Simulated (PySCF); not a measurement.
**Magnesium: a sound run and one with changed settings**

Sound run: Mg [Ne] 3s2, Mg+ [Ne] 3s1. Computed with PySCF 2.14 in cc-pVDZ-DK, with the spin-free X2C one-electron Hamiltonian (Gaussian nucleus). The sound run starts from symmetry-adapted Hartree-Fock orbitals and uses a fine grid where one is needed.

A second run was set up differently.

```csv
species,method,sound run (hartree),changed run (hartree),converged
Mg,UHF,-199.91418,-199.91418,no
Mg,M06-2X,-200.36349,-200.36349,no
Mg,MN15,-200.34180,-200.34180,no
Mg+,UHF,-199.67040,-199.66937,no
Mg+,M06-2X,-200.07704,-200.07650,no
Mg+,MN15,-200.06096,-200.06075,no
```

Q: What was changed?
A. too few SCF iterations
B. all electrons correlated in a valence basis
C. a valence shell is frozen
D. level shift left on

A: A. It used initial guess minao, at most 2 SCF cycles. The SCF was stopped early; the energies are upper bounds that still move, and correlated levels were skipped or rest on poor orbitals.
